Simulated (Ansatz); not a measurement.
`CC(F)Cl` + H₂O → `CC(O)Cl` + H–F at 400 K and 1 bar (formal hydrolysis of a C–F bond).

Program: Ansatz. Geometries: PBE0-D4/def2-TZVP. ΔE: electronic, gas phase. CCSD(T)/CBS adds triple-zeta CCSD(T) − MP2 to the extrapolated MP2 energy (def2 sets, frozen cores). This one scheme is used for every species. Each species was taken in one conformer, which may not be the lowest.

```
  species  CCSD(T)/CBS energy (Eh)  H − E (kJ/mol)  S (J/(mol·K))
`CC(F)Cl`               -638.08166           177.3          315.2
      H₂O                -76.37941            69.8          198.6
`CC(O)Cl`               -614.06791           211.8          322.1
      H–F               -100.39570            36.5          182.2
```

H − E and S are ideal-gas, rigid-rotor, harmonic terms from PBE0-D4/def2-TZVP, for one conformer and one mirror image of each species. 1 Eh = 2625.50 kJ/mol, R = 8.31446 J/(mol·K).

Q: By hand: ΔE, ΔH, ΔS and ΔG.

A: ΔE = (-614.06791) + (-100.39570) − (-638.08166) − (-76.37941) = -0.00254 Eh = -6.7 kJ/mol. Δ(H − E) = 211.8 + 36.5 − 177.3 − 69.8 = 1.2, so ΔH = -5.5 kJ/mol. ΔS = 322.1 + 182.2 − 315.2 − 198.6 = -9.5 J/(mol·K). ΔG = -5.5 − 400 × (-9.5)/1000 = -1.7 kJ/mol.

Q: By hand: the equilibrium constant, and the temperature at which ΔG would vanish if ΔH and ΔS stayed fixed.

A: log₁₀ K = −ΔG/(RT ln 10) = 0.2. ΔG = 0 at ΔH/ΔS = 579 K, though so small a ΔH makes that figure unsure.

TΔS isn't small against ΔH here. The sign of ΔG lies within the doubt. A doubt of 5 kJ/mol in ΔE shifts log₁₀ K by 0.7 here. Other conformers and mirror images would add mixing entropy, several J/(mol·K) or more a flexible species. These are equilibria of isolated gas molecules and say nothing of rates. Largest T1 diagnostic: 0.010 (customary marks: 0.02 for closed shells, 0.045 for open ones).
